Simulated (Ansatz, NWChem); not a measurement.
# Worked example: vertical ionisation energy of Si2H6 (SMILES [SiH3][SiH3])

Si2H6: 8 atoms, total charge 0, spin state singlet. SMILES: `[SiH3][SiH3]`. The coordinates come from a PBE0-D4/def2-TZVP relaxation.

Both states at this one shape; open shells run unrestricted unless said. 1 Eh = 27.2114 eV.

```tsv
level	program	singlet Si2H6 (Eh)	doublet [Si2H6]+ (Eh)
CAM-B3LYP/SBKJC-VDZ (core potential)	NWChem	-11.217067	-10.825566
CAM-B3LYP/LANL2DZ (core potential)	NWChem	-11.301995	-10.901230
PBE0-DH/x2c-TZVPall (sfX2C), 10 core orbitals frozen	Ansatz	-583.508830	-583.119428
```

Q: Work out the vertical ionisation energy at each level.

A: 
1. CAM-B3LYP/SBKJC-VDZ (core potential): -10.825566 − (-11.217067) = 0.391501 Eh = 10.65 eV.
2. CAM-B3LYP/LANL2DZ (core potential): -10.901230 − (-11.301995) = 0.400765 Eh = 10.91 eV.
3. PBE0-DH/x2c-TZVPall (sfX2C): -583.119428 − (-583.508830) = 0.389402 Eh = 10.60 eV.

No measured value is set beside it here; the levels span 10.60 to 10.91 eV.
